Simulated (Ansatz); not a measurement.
Gas-phase reaction in SMILES: O=COC [methyl formate] → O([CH2])C=O + H atom (the C-H bond breaks)

Wanted: bond dissociation energy (electronic), in kcal/mol. Conventions: dispersion terms only where a functional's name holds one; spin-orbit terms left out; open shells spin-unrestricted; frozen cores in correlated levels; non-relativistic. CBS marks a two-point X^-3 extrapolation of the correlation energy; Hartree-Fock from the larger set. The bracket is a focal-point correction in the basis named. First-principles rows: single points at B3LYP-D3(BJ) geometries (Ansatz, a quantum-chemistry and plane-wave program). A UHF reference is markedly spin-contaminated in at least one set, which strains HF and MP2.

```
species    coefficient  E at HF/STO-3G (Ansatz), Eh  E at PBE0/def2-TZVPD (Ansatz), Eh
---------  -----------  ---------------------------  ---------------------------------
COC=O               -1                   -224.79554                         -228.90494
[CH2]OC=O           +1                   -224.15984                         -228.24033
H atom              +1                     -0.46658                           -0.50104
```

Coupled cluster (Ansatz) is a level with limits of its own, used here on species with T1 under 0.025 (0.045 for open shells) and stable references: RI-MP2/CBS(cc-pVTZ,cc-pVQZ)+[CCSD(T)-MP2]/cc-pVTZ. Value to compare with, RI-MP2/CBS(cc-pVTZ,cc-pVQZ)+[CCSD(T)-MP2]/cc-pVTZ (Ansatz): 108.5 kcal/mol. 1 Eh = 627.5095 kcal/mol.

**Question.** Compute it at each level from the table, and compare with RI-MP2/CBS(cc-pVTZ,cc-pVQZ)+[CCSD(T)-MP2]/cc-pVTZ (Ansatz).

**Answer.** 
- HF/STO-3G: the sum of coefficient times E is 0.16912 Eh, or 106.12 kcal/mol. Result: 106.1 kcal/mol. Its difference against RI-MP2/CBS(cc-pVTZ,cc-pVQZ)+[CCSD(T)-MP2]/cc-pVTZ (Ansatz) is -2.4 kcal/mol.
- PBE0/def2-TZVPD: the sum of coefficient times E is 0.16357 Eh, or 102.64 kcal/mol. Result: 102.6 kcal/mol. Its difference against RI-MP2/CBS(cc-pVTZ,cc-pVQZ)+[CCSD(T)-MP2]/cc-pVTZ (Ansatz) is -5.9 kcal/mol.
